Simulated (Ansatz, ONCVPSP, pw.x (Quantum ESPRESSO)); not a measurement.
**pw.x on fcc Al: one setting changed**

Potential: optimised norm-conserving Vanderbilt (ONCV), ONCVPSP 4.0.1.1 (patched build), LDA (Perdew-Wang 92); core [Ne], reference 3s2 3p1; waves: 3s: rc 1.65 bohr, ncon 4, nbas 8, qcut 3.4 1/bohr, 2 projectors, debl 3.4 Ha; 3p: rc 2.85 bohr, ncon 5, nbas 9, qcut 3.5 1/bohr, 2 projectors, debl 2.8 Ha; d scattering state at 0.07 Ha: rc 3.05 bohr, ncon 3, nbas 7, qcut 2.8 1/bohr, 1 projector; local part: polynomial inside 1.05 bohr (lpopt 5, dvloc0 0 Ha); core correction: Teter function, fcfact 5.75, rcfact 1.4.

The reference run (k-mesh 14³, cutoffs 50/200 Ry, Fermi–Dirac 0.01 Ry, mixing_beta 0.4, conv_thr 1e-9, no spin) gives -0.62 GPa at 15.842 Å³/atom, where all-electron LAPW gives -0.23 GPa. This run, with its own iteration cap, changes k-mesh shift to 1.

```
&control
  calculation='scf', prefix='x', pseudo_dir='./', outdir='./tmp', tstress=.true., disk_io='none'
/
&system
  ibrav=0, nat=1, ntyp=1, ecutwfc=50, ecutrho=200, nbnd=8,
  occupations='smearing', smearing='fd', degauss=0.01
/
&electrons
  conv_thr=1e-09, mixing_beta=0.4, electron_maxstep=70
/
ATOMIC_SPECIES
Al 1.0 Al.UPF
CELL_PARAMETERS angstrom
  0.00000000 1.99339488 1.99339488
  1.99339488 0.00000000 1.99339488
  1.99339488 1.99339488 0.00000000
ATOMIC_POSITIONS crystal
Al 0.0000 0.0000 0.0000
K_POINTS automatic
14 14 14 1 1 1
```

```bash
pw.x < Al.scf.in > Al.scf.out
```

**Question.** How does the run end?

**Answer.** It converges in 6 iterations; the free energy moves by -4.3 meV/atom and the pressure by +0.13 GPa.

```
Message from routine setup:
     using ibrav=0 with symmetry is DISCOURAGED, use correct ibrav instead
     lattice parameter (alat)  =       5.3273  a.u.
     unit-cell volume          =     106.9071 (a.u.)^3
     number of electrons       =         3.00
     number of Kohn-Sham states=            8
     kinetic-energy cutoff     =      50.0000  Ry
     charge density cutoff     =     200.0000  Ry
     scf convergence threshold =      1.0E-09
     Exchange-correlation= SLA  PW   NOGX NOGC
     number of k points=   280  Fermi-Dirac smearing, width (Ry)=  0.0100
     iteration #  1     ecut=    50.00 Ry     beta= 0.40
     total energy              =      -4.94713861 Ry
     estimated scf accuracy    <       0.00612964 Ry
     iteration #  2     ecut=    50.00 Ry     beta= 0.40
     total energy              =      -4.94634084 Ry
     estimated scf accuracy    <       0.00199086 Ry
     iteration #  3     ecut=    50.00 Ry     beta= 0.40
     total energy              =      -4.94641245 Ry
     estimated scf accuracy    <       0.00000314 Ry
     iteration #  4     ecut=    50.00 Ry     beta= 0.40
     c_bands:  1 eigenvalues not converged
     c_bands:  1 eigenvalues not converged
     c_bands:  1 eigenvalues not converged
     c_bands:  1 eigenvalues not converged
     c_bands:  1 eigenvalues not converged
     c_bands:  1 eigenvalues not converged
     [... 2 repeated lines left out ...]
     total energy              =      -4.94642301 Ry
     estimated scf accuracy    <       0.00000002 Ry
     iteration #  5     ecut=    50.00 Ry     beta= 0.40
     total energy              =      -4.94642307 Ry
     estimated scf accuracy    <          2.5E-09 Ry
     iteration #  6     ecut=    50.00 Ry     beta= 0.40
     the Fermi energy is     8.1508 ev
!    total energy              =      -4.94642307 Ry
     estimated scf accuracy    <          2.5E-11 Ry
     smearing contrib. (-TS)   =      -0.00188510 Ry
     The total energy is F=E-TS. E is the sum of the following terms:
     one-electron contribution =       3.03131906 Ry
     hartree contribution      =       0.00778448 Ry
     xc contribution           =      -2.50659300 Ry
     ewald contribution        =      -5.47704851 Ry
     convergence has been achieved in   6 iterations
          total   stress  (Ry/bohr**3)                   (kbar)     P=       -4.88
     Message from routine punch:
     Nothing written, as per user request (disk_io='none')
```

The run took about 28 s on one core of a shared host (Neoverse-N1, 64 threads, 124 GiB, load 46).
